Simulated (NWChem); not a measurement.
Species: NO cation

```xyz
2

N      0.0000     0.0000    -0.5733
O      0.0000     0.0000     0.5031
```
Atoms are numbered in this order, from 1.

Structure relaxed at the PBE-D3(BJ)/def2-SVP level.

Task: List the 4 lowest vertical singlet excitations from BHandHLYP/6-31+G* (spherical d), full TDDFT (NWChem).

Result: 
```csv
state,energy (eV),oscillator strength,leading excitation (squared amplitude)
S1,9.48,0.000,HOMO−2 → LUMO+1 (0.50)
S2,9.74,0.014,HOMO → LUMO (0.98)
S3,9.74,0.014,HOMO → LUMO+1 (0.98)
S4,10.17,0.000,HOMO−2 → LUMO+1 (0.50)
```
